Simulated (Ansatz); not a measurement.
```yaml
crystal:
  periodic: [false, false, false]
  atoms:
    - {symbol: Ga, position_ang: [0.000000, 0.000000, -1.666035]}
    - {symbol: C, position_ang: [0.000000, 0.000000, 0.215175]}
    - {symbol: O, position_ang: [0.000000, 0.000000, 1.450860]}
basis:
  gaussian: {orbitals: def2-TZVP}
magnetization: {spin_polarized: true, initial_magnetization: 3}
hamiltonian: {xc: pbe0}
relax: {f_tol: 0.004, max_steps: 80}
```

```sh
$ ansatz run in.yaml --threads 1 --pin off --events-out ev --progress --plain --max-ram 2176MiB
```

Steps of the relaxation (energy above the last step; positions in Å, forces in eV/Å):

```
3
step 1, 254.3 meV
Ga    0.000    0.000   -1.666    0.000    0.000    1.095
C     0.000    0.000    0.215    0.000    0.000    4.550
O     0.000    0.000    1.451    0.000    0.000   -5.646
```

```
3
step 2, 12.6 meV
Ga    0.000    0.000   -1.624    0.000    0.000    0.235
C     0.000    0.000    0.224    0.000    0.000    1.219
O     0.000    0.000    1.400    0.000    0.000   -1.454
```

```
3
step 3, 0.6 meV
Ga    0.000    0.000   -1.612    0.000    0.000   -0.029
C     0.000    0.000    0.227    0.000    0.000   -0.296
O     0.000    0.000    1.385    0.000    0.000    0.325
```

```
3
step 5, 0.0 meV
Ga    0.000    0.000   -1.613    0.000    0.000   -0.004
C     0.000    0.000    0.226    0.000    0.000    0.002
O     0.000    0.000    1.387    0.000    0.000    0.001
```

Close pairs at the end: C2–O3 1.161 Å, Ga1–C2 1.839 Å.

A stationary point of unrestricted PBE0 after 5 steps, with ⟨S²⟩ = 3.753 against 3.75 for a pure state; no frequencies were run, so it isn't proven a minimum. 26 s on 1 thread of Intel Xeon Platinum 8259CL, shared host.
